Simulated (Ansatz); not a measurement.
`C/C=C/CO` at its PBE0-D4/def2-TZVP geometry, where that method's forces vanish. Total charge 0; spin multiplicity 1.

```csv
atom,x (Å),y (Å),z (Å)
C1,-0.337,0.315,-2.082
C2,0.297,-0.014,-0.776
C3,-0.182,0.317,0.417
C4,0.476,-0.035,1.707
O5,-0.357,-0.824,2.539
H6,-0.541,-0.591,-2.661
H7,-1.276,0.854,-1.946
H8,0.326,0.934,-2.695
H9,1.237,-0.565,-0.819
H10,-1.123,0.861,0.492
H11,1.435,-0.536,1.512
H12,0.690,0.866,2.289
H13,-0.646,-1.581,2.021
```

For each bond, give half the difference of the two atoms' forces along it (eV/Å; positive pushes the atoms apart) under PBE-D4, r2SCAN-D4, B3LYP-D4, ωB97M-V in def2-TZVPP. (An estimate is asked.)

Ansatz gave: 
```json
{"bond": "C1–C2", "length (Å)": "1.489", "PBE-D4": "-0.16", "r2SCAN-D4": "0.01", "B3LYP-D4": "0.17", "ωB97M-V": "0.30"}
{"bond": "C1–H6", "length (Å)": "1.095", "PBE-D4": "0.12", "r2SCAN-D4": "-0.02", "B3LYP-D4": "-0.06", "ωB97M-V": "-0.11"}
{"bond": "C1–H7", "length (Å)": "1.091", "PBE-D4": "0.12", "r2SCAN-D4": "-0.03", "B3LYP-D4": "-0.05", "ωB97M-V": "-0.08"}
{"bond": "C1–H8", "length (Å)": "1.095", "PBE-D4": "0.12", "r2SCAN-D4": "-0.02", "B3LYP-D4": "-0.06", "ωB97M-V": "-0.11"}
{"bond": "C2–C3", "length (Å)": "1.328", "PBE-D4": "0.38", "r2SCAN-D4": "0.17", "B3LYP-D4": "0.01", "ωB97M-V": "-0.15"}
{"bond": "C2–H9", "length (Å)": "1.090", "PBE-D4": "0.05", "r2SCAN-D4": "-0.06", "B3LYP-D4": "-0.12", "ωB97M-V": "-0.11"}
{"bond": "C3–C4", "length (Å)": "1.491", "PBE-D4": "-0.21", "r2SCAN-D4": "-0.06", "B3LYP-D4": "0.08", "ωB97M-V": "0.22"}
{"bond": "C3–H10", "length (Å)": "1.089", "PBE-D4": "0.05", "r2SCAN-D4": "-0.06", "B3LYP-D4": "-0.11", "ωB97M-V": "-0.10"}
{"bond": "C4–O5", "length (Å)": "1.417", "PBE-D4": "0.37", "r2SCAN-D4": "0.34", "B3LYP-D4": "0.33", "ωB97M-V": "0.22"}
{"bond": "C4–H11", "length (Å)": "1.099", "PBE-D4": "0.10", "r2SCAN-D4": "-0.06", "B3LYP-D4": "-0.12", "ωB97M-V": "-0.15"}
{"bond": "C4–H12", "length (Å)": "1.094", "PBE-D4": "0.11", "r2SCAN-D4": "-0.06", "B3LYP-D4": "-0.14", "ωB97M-V": "-0.16"}
{"bond": "O5–H13", "length (Å)": "0.961", "PBE-D4": "0.40", "r2SCAN-D4": "0.01", "B3LYP-D4": "-0.04", "ωB97M-V": "-0.11"}
```

B3LYP here is the variant with VWN-RPA as its local correlation; programs differ in this.
